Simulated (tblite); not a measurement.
Species: FCO (doublet state).
SMILES: `O=[C]F`

Computed values, GFN2-xTB/tblite, gas phase, harmonic and unscaled. Against measured fundamentals such values can be off by several per cent, at times by over 20. Open shells enter through the occupations alone, without spin polarisation, and single modes of such species can be off by tens of per cent.

Harmonic wavenumbers (cm⁻¹): 581.6, 1055.2, 1924.7.

A = 186883, B = 11513, C = 10845 MHz; mass 46.993 u (most abundant isotopes); point group Cs, symmetry number 1; spin multiplicity 2.

Zero-point energy?

½Σν̃ = 1781 cm⁻¹ = 5.09 kcal/mol.

Give the ideal-gas entropy at 273.15 K and 1 bar in the rigid-rotor, harmonic-oscillator model (classical rotation).

Translation 37.06, rotation 19.90, vibration 0.44, spin (R ln 2) 1.38: S = 58.8 cal/(mol K).

And Cp and H(273.15 K) − H(0)?

Cp = 9.15 cal/(mol K), of which vibrations give 1.21 (their classical limit is 3 R = 6.0); H(273.15 K) − H(0) = 2.26 kcal/mol without the zero-point energy, 0.09 from vibrations.

What must be added to the electronic energy to get the Gibbs energy at 273.15 K and 1 bar?

ZPE + [H(273.15 K) − H(0)] − T·S = 5.09 + 2.26 − 16.06 = -8.71 kcal/mol.

Which modes carry the vibrational entropy at 273.15 K?

581.6 cm⁻¹: 0.39; 1055.2 cm⁻¹: 0.05; 1924.7 cm⁻¹: 0.00 cal/(mol K).

How do the functions run with temperature in this model?

| T (K) | S (cal/(mol K)) | Cp (cal/(mol K)) | H − H(0) (kcal/mol) | G − H(0) (kcal/mol) | ln q(vib) |
| --- | --- | --- | --- | --- | --- |
| 150 | 53.6 | 8.2 | 1.20 | -6.84 | 0.00 |
| 250 | 58.0 | 9.0 | 2.05 | -12.44 | 0.04 |
| 298.15 | 59.6 | 9.4 | 2.50 | -15.27 | 0.07 |
| 400 | 62.4 | 10.1 | 3.49 | -21.49 | 0.16 |
| 600 | 66.8 | 11.3 | 5.63 | -34.43 | 0.38 |
| 900 | 71.6 | 12.3 | 9.19 | -55.23 | 0.75 |

q(vib) and H(0) count from the zero-point level.
